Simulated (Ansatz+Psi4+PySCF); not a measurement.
Results of a calculation; reference values are marked as such.
A run of Psi4 1.11 on triplet CH2O at this shape:

```xyz
4

C     0.0180    0.0232   -0.0058
H     0.9308    0.0268   -0.5466
H    -0.9229   -0.0019   -0.5309
O     0.0094   -0.0104    1.3365
```

Its results:

```
Converged                       : yes
Total energy                    : -113.82672 hartree
Spin squared of the determinant : 2.000
```

Question: Which input gives this output? Name the method, the orbitals and the basis set, and write the input.

Answer: ROHF in cc-pVTZ.

```
molecule {
0 3
C 0.018040 0.023250 -0.005840
H 0.930790 0.026840 -0.546620
H -0.922890 -0.001860 -0.530910
O 0.009350 -0.010400 1.336540
}

set basis cc-pVTZ
set reference rohf
set scf_type pk
energy('scf')
```

Caution: another spin multiplicity may lie lower.
